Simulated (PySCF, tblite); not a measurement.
**C₅H₉P: geometry, infrared bands and NMR shifts**

Aim: predict the infrared bands and NMR shifts of C₅H₉P (`CCC1=C(C)P1`).

Computed with tblite 0.8.0 and PySCF 2.14.0, with density-fitted response routines of our own, on a single molecule in the gas phase. Atoms are numbered from 0 throughout.

### 1 The starting structure

15 atoms, charge 0, multiplicity 1; geometry from: force field or distance geometry start.

Bonds of the start (Å): C0–C1 1.53, C1–C2 1.46, C2–C3 1.29, C3–C4 1.45, C3–P5 1.78, P5–C2 1.78, C0–H6 1.09, C0–H7 1.10, C0–H8 1.10, C1–H9 1.08, C1–H10 1.10, C4–H11 1.10, C4–H12 1.09, C4–H13 1.09, P5–H14 1.42.

### 2 Optimising the geometry with GFN2-xTB

Job settings and geometry (Å):

```
{"job": {"kind": "relax", "xc": "GFN2-xTB", "basis": "xTB"}, "charge": 0, "multiplicity": 1}
C     -1.713600    -0.860200    -0.394500
C     -1.373000     0.626700    -0.440300
C      0.041400     0.872300    -0.155900
C      1.210000     0.397700     0.112600
C      1.991700    -0.797200     0.379200
P      1.249500     2.170700     0.020700
H     -1.154800    -1.417700    -1.146600
H     -2.781500    -0.990600    -0.600000
H     -1.509800    -1.294800     0.591600
H     -1.633300     1.023000    -1.411700
H     -1.988700     1.150500     0.301800
H      1.371100    -1.699600     0.312000
H      2.794900    -0.890400    -0.350600
H      2.445000    -0.764100     1.366800
H      1.046500     2.481700     1.393100
```

Command:

```sh
OMP_NUM_THREADS=1 python probes_run.py task.json out
```

One launch serves the whole session: the jobs run in the order shown.

**Question.** This job is followed by: GFN2-xTB harmonic vibrations, gas phase; GIAO PBE0/pcSseg-1 NMR shielding, non-relativistic, gas phase. Predict these results of the whole session: strongest single infrared mode (GFN2-xTB); zero-point energy (GFN2-xTB); 13C shifts against TMS (PBE0/pcSseg-1); 1H shifts against TMS (PBE0/pcSseg-1, means over atoms taken as alike); 31P shifts against H3PO4 (PBE0/pcSseg-1); surface potential, 1st and 99th percentile.

As calculated:

```
                                                              quantity                               value
                             strongest single infrared mode (GFN2-xTB)               2070 cm⁻¹, 300 km/mol
                                          zero-point energy (GFN2-xTB)                       76.1 kcal/mol
                                13C shifts against TMS (PBE0/pcSseg-1)  123.9, 119.7, 29.3, 17.0, 15.9 ppm
1H shifts against TMS (PBE0/pcSseg-1, means over atoms taken as alike)          2.80, 2.56, 1.59, 1.44 ppm
                              31P shifts against H3PO4 (PBE0/pcSseg-1)                          -260.5 ppm
                                 surface potential, 1st and 99th percentile                  -1.11 V and 0.78 V
```

**Reading.** Over 46 steps the energy fell by 0.137 eV; of the close pairs, C3–P5 changed most, 1.776 to 1.849 Å. No mode is imaginary among the 39: a minimum at this level. The strongest single mode, at 2070 cm⁻¹, moves mainly H14. GFN2-xTB is a fitted tight-binding method: band positions and strengths are rough. Its intensities can rank the bands wrongly. The most deshielded hydrogen is H9, H10 (mean) (hydrogen on an allylic sp3 CH2), at 2.80 ppm: allylic position. At PBE0/pcSseg-1: The widest tensor belongs to P5: span 653 ppm, with a paramagnetic part of -386 ppm.
